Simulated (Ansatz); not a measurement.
# NO (doublet): from Hartree-Fock to the top rungs, def2-QZVPP

An exercise on one series of results from a longer session: the logs are not shown, and one member is left open.

Method: def2-QZVPP, core rule «outside noble gas», up to 2 orbitals frozen; program: Ansatz 0.2.0, Gaussian basis.

The runs, in order: UHF; ROHF; CCSD(T) on UHF.

## What is computed

The geometry is a PBE0/def2-TZVP stationary point (not a proven minimum) of the parent state, kept for this charge and spin.

2 atoms, charge 0, spin multiplicity 2.

Atoms are counted from 1 here; the program's logs count them from 0.

Bond lengths: N1–O2 1.403 Å.

The first run:

Input file in.yaml:

```yaml
crystal:
  periodic: [false, false, false]
  atoms:
    - {symbol: N, position_ang: [0.000000, 0.000000, 0.000000]}
    - {symbol: O, position_ang: [0.000000, 0.000000, 1.402844]}
basis:
  gaussian: {orbitals: "def2-QZVPP.json"}
magnetization: {spin_polarized: true, initial_magnetization: 1}
hamiltonian: {xc: hf}
output: {orbitals: {seedname: orbitals}}
```

The run is started by

```sh
ansatz run in.yaml --threads 1 --pin off --events-out ev --progress --plain --max-ram 2393MiB
```

Steps of the session up to this table: UHF; ROHF; CCSD(T) on UHF.

One table of the session follows, with a row left open; its other results are not shown here.

```
  method  from UCCSD(T) (meV)
    ROHF             +13512.0
     UHF             +11811.8
    UMP2                    ?
   UCCSD               +711.3
UCCSD(T)                    0
```

**Question.** Estimate the row for UMP2.

The run gave: from UCCSD(T) (meV): +2127.2. In the column «from UCCSD(T) (meV)» it lies between UCCSD (+711.3) and UHF (+11811.8).

Limits of these values: The determinant is far from a pure spin state, so its energy mixes those of several spin states (harmless only where they are near-degenerate, as at dissociation).
